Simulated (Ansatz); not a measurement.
Cartesian coordinates (Å):
SMILES: C(#N)C
```xyz
6

C     -0.4881     0.0109    -0.0009
C      0.9706    -0.0216     0.0018
N      2.1284    -0.0474     0.0039
H     -0.8827    -0.6078    -0.8210
H     -0.8809    -0.3765     0.9513
H     -0.8473     1.0424    -0.1351
```
Charge 0, multiplicity 1.

Level of theory: frozen-core CCSD(T)/cc-pVTZ // B3LYP-D3(BJ)/def2-SVP (Ansatz, a program for electronic structure).

| Quantity | Value |
|---|---|
| HF energy | -131.97209 Ha |
| MP2 correlation energy | -0.51623 Ha |

Task: Estimate the CCSD correlation energy, the (T) correction, the total energy and the T1 diagnostic.

Result: 
```json
{
  "CCSD correlation energy": "-0.53030 Ha",
  "(T) correction": "-0.02519 Ha",
  "CCSD(T) total energy": "-132.52757 Ha",
  "T1 diagnostic": "0.013"
}
```
